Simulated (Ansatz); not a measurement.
Born–Oppenheimer molecular dynamics of CH4AlNa (7 atoms, charge 0, multiplicity 1). It starts from a relaxed structure.

All numbers below come from RKS PBE/6-31G* (Ansatz 0.2.0).

| Quantity | Value |
| --- | --- |
| ensemble | NVE (velocity Verlet) |
| time step | 0.5 fs |
| steps asked | 150 |
| starting velocities drawn for | 1000 K |
| masses | H 2.014 u |
| seed | 821421 |

First frame:

```xyz
7
Properties=species:S:1:pos:R:3
C -0.828 0.504 -0.322
Al 0.935 -0.320 0.163
Na 1.295 -2.581 1.961
H -1.359 0.847 0.587
H -0.739 1.361 -1.012
H -1.490 -0.249 -0.791
H 2.185 0.439 -0.585
```

**Question.** What does the run give?

**Answer.** All steps were run.

- steps done: 150
- time covered: 75 fs
- mean temperature over the second half: 603 K
- spread of the potential energy over the second half: 10.6 meV per atom
- mean potential energy of the second half above the start: 36.7 meV per atom

The conserved energy stayed within 0.2 meV per atom of its start (net change 0.032 meV per atom), so the integration is sound. A run of 0.075 ps of so small a system gives no equilibrium averages.

**Question.** What happens to the structure?

**Answer.** The same pairs are bonded in the first frame and the last. Pairs count as bonded within 1.25 times the sum of covalent radii (0.12 Å more for H–H). The details hang on the random start.

**Question.** How do temperature and energy run in time?

**Answer.** 
```
time (fs)  T (K)  potential energy less start (eV)  conserved less start (meV/atom)
      0.0   1000                             0.000                             0.00
      6.0    712                             0.187                             0.12
     12.0    552                             0.291                             0.19
     18.0    481                             0.336                             0.16
     24.0    395                             0.392                             0.08
     30.0    519                             0.311                             0.02
     36.0    415                             0.379                             0.11
     42.0    386                             0.398                             0.18
     48.0    486                             0.333                             0.17
     54.0    654                             0.224                             0.09
     60.0    821                             0.116                             0.02
     66.0    704                             0.192                             0.08
     72.0    578                             0.274                             0.16
```

The run took 2.7 min on 1 CPU thread of a shared host.
